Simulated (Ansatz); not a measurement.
Elastic constant C44 (GPa) along a series of related solids, from PBEsol (plane waves, PAW; Ansatz, a quantum-chemistry and plane-wave program).

| solid | PBEsol | measured |
|---|---|---|
| hcp Sc | 32.2 | 28‡ |
| hcp Ti | 43.0 | 51 |
| bcc Fe | 134 | 122 |
| hcp Co | 111 | 75‡ |
| fcc Ni | 154 | 132 |
| fcc Cu | 95.9 | 81.8 |
| hcp Zn | 43.2 | 45.9 |

PBEsol less measured, from the printed values: hcp Sc +15.0 %, hcp Ti -15.7 %, bcc Fe +9.8 %, hcp Co +48 %, fcc Ni +16.7 %, fcc Cu +17.2 %, hcp Zn -5.9 %.

Members of the series are missing where a level wasn't run or failed, where a doubt is noted on the run or the magnetic state, for phases of high temperature or layered ones, and where values are held back for tests.

Ansatz's runs of these crystals have no spin polarisation, but for bcc Fe, hcp Co, fcc Ni.

Density-functional runs with spin start from parallel moments for bcc Fe, parallel moments for hcp Co, parallel moments for fcc Ni.

Each level is taken at its own relaxed cell. Ansatz's density-functional and Hartree–Fock values are scalar-relativistic unless marked +SOC, with PAW data made under PBE.

Measured values are for low temperature or corrected to a static lattice; ‡ marks uncorrected values at room or unstated temperature. References as tabulated in Mehl and Papaconstantopoulos (1996), arXiv:mtrl-th/9602003; Ferrari et al. (2019), arXiv:1905.01197; Sha and Cohen (2006), arXiv:cond-mat/0612308; Steinle-Neumann et al. (1999), arXiv:cond-mat/9904431 and others.
